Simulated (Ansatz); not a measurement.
# C2H5FN2: small, medium and large basis sets

How large a basis does C2H5FN2 need? Two functionals are run in growing sets.

Method: one geometry, several basis sets; program: Ansatz 0.2.0, Gaussian basis.

Plan: PBE0-D4/def2-SVP; ωB97M-V/def2-SVP; PBE0-D4/def2-QZVPP; ωB97M-V/def2-QZVPP; the functionals' def2-TZVPP values are taken from earlier runs.

## Step 1: The geometry

All runs share one geometry, relaxed beforehand with PBE0-D4 in a triple-zeta def2 set.

SMILES `C/N=C(/N)F`, 10 atoms, charge 0, spin multiplicity 1.

Atoms are counted from 1 here; the program's logs count them from 0.

Bond lengths: C1–N2 1.444 Å, C1–H6 1.095 Å, C1–H7 1.090 Å, C1–H8 1.095 Å, N2–C3 1.247 Å, C3–N4 1.362 Å, C3–F5 1.352 Å, N4–H9 1.006 Å, N4–H10 1.006 Å. Angles: N2–C1–H6 112.1°, N2–C1–H7 108.9°, N2–C1–H8 112.1°, H6–C1–H7 108.0°, H6–C1–H8 107.5°, H7–C1–H8 108.0°, C1–N2–C3 119.5°, N2–C3–N4 126.3°, N2–C3–F5 123.8°, N4–C3–F5 109.9°, C3–N4–H9 116.3°, C3–N4–H10 114.2°, H9–N4–H10 116.0°.

## Step 2: PBE0-D4 in def2-SVP

File in.yaml:

```yaml
crystal:
  periodic: [false, false, false]
  atoms:
    - {symbol: C, position_ang: [-1.431161, 0.445137, 0.671700]}
    - {symbol: N, position_ang: [-0.377722, -0.489020, 0.350225]}
    - {symbol: C, position_ang: [0.630001, -0.089885, -0.266219]}
    - {symbol: N, position_ang: [1.743068, -0.821591, -0.550481]}
    - {symbol: F, position_ang: [0.788734, 1.178247, -0.708264]}
    - {symbol: H, position_ang: [-1.075355, 1.267958, 1.300914]}
    - {symbol: H, position_ang: [-2.215090, -0.081255, 1.215977]}
    - {symbol: H, position_ang: [-1.879086, 0.886498, -0.224988]}
    - {symbol: H, position_ang: [2.272348, -0.534246, -1.355917]}
    - {symbol: H, position_ang: [1.627362, -1.813244, -0.429847]}
basis:
  gaussian: {orbitals: def2-SVP}
hamiltonian: {xc: pbe0, dispersion: d4}
output: {orbitals: {seedname: orbitals}}
```

Launch:

```console
$ ansatz run in.yaml --threads 4 --pin off --events-out ev --progress --plain --max-ram 10444MiB
```

After this run come: ωB97M-V in def2-SVP; PBE0-D4 in def2-QZVPP; ωB97M-V in def2-QZVPP.

**Question.** What will the summary of the whole plan be? Wanted: PBE0-D4: double and triple zeta above quadruple; ωB97M-V: double and triple zeta above quadruple.

**Answer**, as computed:

| quantity | value |
| --- | --- |
| PBE0-D4: double and triple zeta above quadruple | 9.57, 0.43 eV |
| ωB97M-V: double and triple zeta above quadruple | 9.86, 0.41 eV |

In words: For PBE0-D4 the step from double to triple zeta gains 9.14 eV and the next only 0.43 eV. These are total energies; as a rule much of such shifts cancels in differences, which this series doesn't test. The LUMO of ωB97M-V is positive and keeps falling with the basis (3.39 to 1.69 eV): an unbound level that the basis holds in place.
